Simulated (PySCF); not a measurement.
PySCF input (PBE0/aug-cc-pV(T+d)Z):

```python
import numpy as np, basis_set_exchange as bse
from pyscf import gto, scf, dft, df
from pyscf.prop.polarizability import rks as pol

basis = {'H': gto.basis.parse(bse.get_basis('aug-cc-pV(T+d)Z', elements=['H'], fmt='nwchem')), 'P': gto.basis.parse(bse.get_basis('aug-cc-pV(T+d)Z', elements=['P'], fmt='nwchem'))}
mol = gto.M(
    atom='''
    P     0.00293147    0.00160888    0.12817703
    H    -0.00384980    1.18388197   -0.65609339
    H     1.01199153   -0.61366513   -0.65676338
    H    -1.05211382   -0.59435001   -0.60979871
    ''',
    basis=basis,
    charge=0,
    verbose=4,
    max_memory=2160,
)
mf = dft.RKS(mol, xc='pbe0')
mf.grids.level = 3
mf = mf.density_fit(auxbasis=df.autoaux(mol))
mf.conv_tol = 1e-9
mf.max_cycle = 100
print('smallest overlap eigenvalue', np.linalg.eigvalsh(mol.intor('int1e_ovlp'))[0])
mf.kernel()
dip = mf.dip_moment()
p = pol.Polarizability(mf)
p.max_cycle_cphf = 60
alpha = p.polarizability()
print('polarisability/bohr^3', alpha.trace() / 3)
```

Output:

```
PySCF version 2.14.0

[INPUT] verbose = 4
[INPUT] num. atoms = 4
[INPUT] num. electrons = 18
[INPUT] charge = 0
[INPUT] spin (= nelec alpha-beta = 2S) = 0
[INPUT] symmetry False subgroup None
[INPUT] Mole.unit = angstrom
[INPUT] Symbol           X                Y                Z      unit          X                Y                Z       unit  Magmom
[INPUT]  1 P      0.002931470000   0.001608880000   0.128177030000 AA    0.005539675442   0.003040342567   0.242219482160 Bohr   0.0
[INPUT]  2 H     -0.003849800000   1.183881970000  -0.656093390000 AA   -0.007275067634   2.237212687111  -1.239836819237 Bohr   0.0
[INPUT]  3 H      1.011991530000  -0.613665130000  -0.656763380000 AA    1.912386832080  -1.159659027896  -1.241102916844 Bohr   0.0
[INPUT]  4 H     -1.052113820000  -0.594350010000  -0.609798710000 AA   -1.988206971670  -1.123158741033  -1.152352553013 Bohr   0.0

nuclear repulsion = 17.5531721951201
number of shells = 26
number of NR pGTOs = 155
number of NR cGTOs = 124
basis = {'H': [[0, [33.87, 0.0, 0.006068, 0.0], [5.095, 0.0, 0.045308, 0.0], [1.159, 0.0, 0.202822, 0.0], [0.3258, 1.0, 0.503903, 0.0], [0.1027, 0.0, 0.383421, 1.0]], [0, [0.02526, 1.0]], [1, [1.407, 1.0, 0.0], [0.388, 0.0, 1.0]], [1, [0.102, 1.0]], [2, [1.057, 1.0]], [2, [0.247, 1.0]]], 'P': [[0, [312400.0, 5.7696e-05, -1.56709e-05, 0.0, 4.30631e-06, 0.0], [46800.0, 0.000448296, -0.000121724, 0.0, 3.34194e-05, 0.0], [10650.0, 0.00234939, -0.000639672, 0.0, 0.000175885, 0.0], [3018.0, 0.00978265, -0.00267426, 0.0, 0.00073434, 0.0], [986.8, 0.0341467, -0.00949831, 0.0, 0.00261775, 0.0], [357.4, 0.100204, -0.0289349, 0.0, 0.00797852, 0.0], [139.6, 0.234372, -0.0745121, 0.0, 0.020794, 0.0], [57.63, 0.382434, -0.149938, 0.0, 0.0424446, 0.0], [24.6, 0.318088, -0.189467, 0.0, 0.0563436, 0.0], [10.12, 0.0707788, 0.036327, 0.0, -0.0127358, 0.0], [4.283, -0.00181799, 0.528816, 0.0, -0.196495, 0.0], [1.805, 0.0021618, 0.519115, 0.0, -0.353555, 0.0], [0.6158, -0.000834742, 0.0605547, 1.0, 0.0741407, 0.0], [0.2782, 0.000432297, -0.00925695, 0.0, 0.700912, 0.0], [0.1055, -0.000114251, 0.00210372, 0.0, 0.404739, 1.0]], [0, [0.0409, 1.0]], [1, [504.9, 0.00233728, 0.0, -0.000555236, 0.0], [119.4, 0.018541, 0.0, -0.00445913, 0.0], [37.96, 0.0849693, 0.0, -0.020635, 0.0], [13.95, 0.244615, 0.0, -0.0617694, 0.0], [5.457, 0.422766, 0.0, -0.108924, 0.0], [2.177, 0.368439, 0.0, -0.105599, 0.0], [0.801, 0.0772734, 1.0, 0.153483, 0.0], [0.2877, -0.00379005, 0.0, 0.576981, 0.0], [0.09714, 0.00159939, 0.0, 0.422439, 1.0]], [1, [0.0307, 1.0]], [2, [3.12, 1.0, 0.0, 0.0], [0.648, 0.0, 1.0, 0.0], [0.218, 0.0, 0.0, 1.0]], [2, [0.0775, 1.0]], [3, [0.452, 1.0]], [3, [0.165, 1.0]]]}
ecp = {}
ETB for P: l = 0, exps = 0.0614 * 1.8^n , n = 0..18
ETB for P: l = 1, exps = 0.0614 * 1.8^n , n = 0..16
ETB for P: l = 2, exps = 0.0614 * 1.8^n , n = 0..15
ETB for P: l = 3, exps = 0.1082 * 2.2^n , n = 0..9
ETB for P: l = 4, exps = 0.155 * 2.2^n , n = 0..5
ETB for H: l = 0, exps = 0.05052 * 1.8^n , n = 0..12
ETB for H: l = 1, exps = 0.12725999999999998 * 2^n , n = 0..5
ETB for H: l = 2, exps = 0.204 * 2.2^n , n = 0..4
ETB for H: l = 3, exps = 0.349 * 2.2^n , n = 0..3
smallest overlap eigenvalue 0.00018461179458611666

******** <class 'pyscf.df.df_jk.DFRKS'> ********
method = DFRKS
initial guess = minao
damping factor = 0
level_shift factor = 0
DIIS = <class 'pyscf.scf.diis.CDIIS'>
diis_start_cycle = 1
diis_space = 8
diis_damp = 0
SCF conv_tol = 1e-09
SCF conv_tol_grad = None
SCF max_cycles = 100
direct_scf = False
XC library pyscf.dft.libxc version 7.1.2
    S. Lehtola, C. Steigemann, M. J. T. Oliveira, and M. A. L. Marques,  SoftwareX 7, 1–5 (2018)
XC functionals = pbe0
    C. Adamo and V. Barone,  J. Chem. Phys. 110, 6158 (1999)
    M. Ernzerhof and G. E. Scuseria,  J. Chem. Phys. 110, 5029 (1999)
radial grids:
    Treutler-Ahlrichs [JCP 102, 346 (1995); DOI:10.1063/1.469408] (M4) radial grids

becke partition: Becke, JCP 88, 2547 (1988); DOI:10.1063/1.454033
pruning grids: <function nwchem_prune>
grids dens level: 3
symmetrized grids: False
atomic radii adjust function: <function treutler_atomic_radii_adjust>
small_rho_cutoff = 0
Set gradient conv threshold to 3.16228e-05
Initial guess from minao.
tot grids = 48608
******** <class 'pyscf.df.df.DF'> ********
auxbasis = {'P': [[0, [np.float64(2415.8694558232087), 1]], [0, [np.float64(1342.1496976795604), 1]], [0, [np.float64(745.638720933089), 1]], [0, [np.float64(414.2437338517161), 1]], [0, [np.float64(230.13540769539784), 1]], [0, [np.float64(127.85300427522101), 1]], [0, [np.float64(71.02944681956724), 1]], [0, [np.float64(39.460803788648455), 1]], [0, [np.float64(21.92266877147137), 1]], [0, [np.float64(12.179260428595203), 1]], [0, [np.float64(6.766255793664002), 1]], [0, [np.float64(3.759030996480001), 1]], [0, [np.float64(2.0883505536), 1]], [0, [np.float64(1.1601947520000002), 1]], [0, [np.float64(0.64455264), 1]], [0, [np.float64(0.35808480000000004), 1]], [0, [np.float64(0.19893600000000003), 1]], [0, [np.float64(0.11052000000000001), 1]], [0, [np.float64(0.0614), 1]], [1, [np.float64(745.638720933089), 1]], [1, [np.float64(414.2437338517161), 1]], [1, [np.float64(230.13540769539784), 1]], [1, [np.float64(127.85300427522101), 1]], [1, [np.float64(71.02944681956724), 1]], [1, [np.float64(39.460803788648455), 1]], [1, [np.float64(21.92266877147137), 1]], [1, [np.float64(12.179260428595203), 1]], [1, [np.float64(6.766255793664002), 1]], [1, [np.float64(3.759030996480001), 1]], [1, [np.float64(2.0883505536), 1]], [1, [np.float64(1.1601947520000002), 1]], [1, [np.float64(0.64455264), 1]], [1, [np.float64(0.35808480000000004), 1]], [1, [np.float64(0.19893600000000003), 1]], [1, [np.float64(0.11052000000000001), 1]], [1, [np.float64(0.0614), 1]], [2, [np.float64(414.2437338517161), 1]], [2, [np.float64(230.13540769539784), 1]], [2, [np.float64(127.85300427522101), 1]], [2, [np.float64(71.02944681956724), 1]], [2, [np.float64(39.460803788648455), 1]], [2, [np.float64(21.92266877147137), 1]], [2, [np.float64(12.179260428595203), 1]], [2, [np.float64(6.766255793664002), 1]], [2, [np.float64(3.759030996480001), 1]], [2, [np.float64(2.0883505536), 1]], [2, [np.float64(1.1601947520000002), 1]], [2, [np.float64(0.64455264), 1]], [2, [np.float64(0.35808480000000004), 1]], [2, [np.float64(0.19893600000000003), 1]], [2, [np.float64(0.11052000000000001), 1]], [2, [np.float64(0.0614), 1]], [3, [np.float64(130.6265293650945), 1]], [3, [np.float64(59.375695165952045), 1]], [3, [np.float64(26.98895234816002), 1]], [3, [np.float64(12.267705612800006), 1]], [3, [np.float64(5.576229824000002), 1]], [3, [np.float64(2.534649920000001), 1]], [3, [np.float64(1.1521136000000003), 1]], [3, [np.float64(0.5236880000000002), 1]], [3, [np.float64(0.23804000000000003), 1]], [3, [np.float64(0.1082), 1]], [4, [np.float64(7.988129600000002), 1]], [4, [np.float64(3.630968000000001), 1]], [4, [np.float64(1.6504400000000006), 1]], [4, [np.float64(0.7502000000000001), 1]], [4, [np.float64(0.341), 1]], [4, [np.float64(0.155), 1]]], 'H': [[0, [np.float64(58.443121389650436), 1]], [0, [np.float64(32.46840077202801), 1]], [0, [np.float64(18.038000428904454), 1]], [0, [np.float64(10.021111349391363), 1]], [0, [np.float64(5.567284082995202), 1]], [0, [np.float64(3.0929356016640006), 1]], [0, [np.float64(1.7182975564800003), 1]], [0, [np.float64(0.9546097536000001), 1]], [0, [np.float64(0.530338752), 1]], [0, [np.float64(0.29463264000000006), 1]], [0, [np.float64(0.16368480000000002), 1]], [0, [np.float64(0.090936), 1]], [0, [np.float64(0.05052), 1]], [1, [np.float64(4.0723199999999995), 1]], [1, [np.float64(2.0361599999999997), 1]], [1, [np.float64(1.0180799999999999), 1]], [1, [np.float64(0.5090399999999999), 1]], [1, [np.float64(0.25451999999999997), 1]], [1, [np.float64(0.12725999999999998), 1]], [2, [np.float64(4.778822400000001), 1]], [2, [np.float64(2.1721920000000003), 1]], [2, [np.float64(0.9873600000000001), 1]], [2, [np.float64(0.44880000000000003), 1]], [2, [np.float64(0.204), 1]], [3, [np.float64(3.716152000000001), 1]], [3, [np.float64(1.6891600000000002), 1]], [3, [np.float64(0.7678), 1]], [3, [np.float64(0.349), 1]]]}
init E= -342.837732250866
  HOMO = -0.299806568367183  LUMO = -0.0180285732786645  gap/eV = 7.66757
cycle= 1 E= -343.019896476527  delta_E= -0.182  |g|= 0.0918  |ddm|=    3
  HOMO = -0.274025441776818  LUMO = -0.00474051872297032  gap/eV = 7.32762
cycle= 2 E= -343.021480392492  delta_E= -0.00158  |g|= 0.0562  |ddm|= 0.383
  HOMO = -0.291459837404968  LUMO = -0.00664636602614976  gap/eV = 7.75017
cycle= 3 E= -343.022528459138  delta_E= -0.00105  |g|= 0.0161  |ddm|= 0.142
  HOMO = -0.289213032418077  LUMO = -0.00653357431616186  gap/eV = 7.69210
cycle= 4 E= -343.022584759053  delta_E= -5.63e-05  |g|= 0.00135  |ddm|= 0.0227
  HOMO = -0.28924982374836  LUMO = -0.00647650902930508  gap/eV = 7.69465
cycle= 5 E= -343.022585197534  delta_E= -4.38e-07  |g|= 0.000505  |ddm|= 0.00353
  HOMO = -0.289266957091696  LUMO = -0.00649828889499382  gap/eV = 7.69453
cycle= 6 E= -343.022585255259  delta_E= -5.77e-08  |g|= 3.94e-05  |ddm|= 0.00061
  HOMO = -0.289267966603632  LUMO = -0.00649750396091697  gap/eV = 7.69458
cycle= 7 E= -343.022585255808  delta_E= -5.49e-10  |g|= 2.85e-06  |ddm|= 9.06e-05
  HOMO = -0.289268131454467  LUMO = -0.00649778303807125  gap/eV = 7.69457
Extra cycle  E= -343.02258525581  delta_E= -2.39e-12  |g|= 1.81e-06  |ddm|= 7.35e-06
converged SCF energy = -343.02258525581
Dipole moment(X, Y, Z, Debye): -0.01484, -0.00815, -0.64898
Isotropic polarizability 30.7942086259
Polarizability anisotropy 1.64777188186
polarisability/bohr^3 30.794208625854054
```
